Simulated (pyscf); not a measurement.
A first-order saddle from PySCF, ωB97X-D3(BJ)/def2-SVP:

```
Si
O 1 1.5316
H 1 1.4730 2 128.83
O 1 1.8224 3 103.71 2 140.66
H 4 0.9683 1 113.03 3 -139.42
H 4 1.2307 5 116.78 1 84.90
O 6 1.2304 4 131.57 5 -120.90
H 7 0.9683 6 116.86 4 120.97
```

Surface: singlet, charge 0. Lowest wavenumbers (cm⁻¹): 1207i, 250, 293, 470, 573.

Problem. Which two sides does it connect, and which bonds change?

Solution. O=SiH–OH (SMILES O=[SiH]O) + H₂O (SMILES O) <-> O=SiH–OH (SMILES O=[SiH]O) + H₂O (SMILES O), a four-centre exchange read from left to right: O–Si, H–O broken and O–Si, H–O formed. At CCSD(T)/def2-TZVPP + ΔMP2(QZVPP) it lies -0.08 eV from the left side and -0.08 eV from the right (each side as separated species at their lowest minima found). On the reactant side the descent ends in an adduct with a O–Si contact, 0.91 eV under the separated species and 0.70 eV under the saddle at ωB97X-D3(BJ)/def2-TZVP. On the product side the descent ends in an adduct with a O–Si contact, 0.91 eV under the separated species and 0.70 eV under the saddle at ωB97X-D3(BJ)/def2-TZVP. At CCSD(T) the saddle lies under the separated reactants, which points to a path from their complex (located at ωB97X-D3(BJ) alone). At CCSD(T) the saddle lies under the separated products, which points to a path from their complex (located at ωB97X-D3(BJ) alone). What is counted as formed (O–Si) is already present as a longer contact in the reactant adduct; forming that adduct is a step of its own. What is counted as broken (O–Si) persists as a longer contact in the product adduct; parting that adduct is a step of its own. At ωB97X-D3(BJ) the barrier from the zero used here is -0.21 eV. The same reactants have a lower exit, to HO–SiH(OH)–OH (barrier -0.75 eV at ωB97M-D3(BJ), against -0.19 eV here). O=SiH–OH lies 0.43 eV over its isomer HO–Si:–OH [singlet] (electronic energy, ωB97M-D3(BJ)). This is the saddle that the search found; another between the same sides may lie lower. The CCSD(T) − MP2 part came from Ansatz, without density fitting, on the same reference.
